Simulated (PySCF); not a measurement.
Calculation: M06-2X/def2-TZVP // PBE0-D3(BJ)/def2-SVP (PySCF 2.14.0). All species are isolated molecules in the gas phase. 

Reference species (SMILES): `N` (neutral, multiplicity 1).

The HOMO is -9.31 eV and the HOMO–LUMO gap is 10.91 eV. The dipole moment is 1.80 D.

Changed species: `CN(C)C` (free base N(CH3)3; the reference has free base NH3).

Task: Predict the effect on the HOMO, HOMO–LUMO gap and dipole moment.

Result: the HOMO rises by 1.86 eV, to -7.45 eV; the HOMO–LUMO gap drops by 1.67 eV, to 9.24 eV; the dipole moment falls by 1.32 D, to 0.48 D.
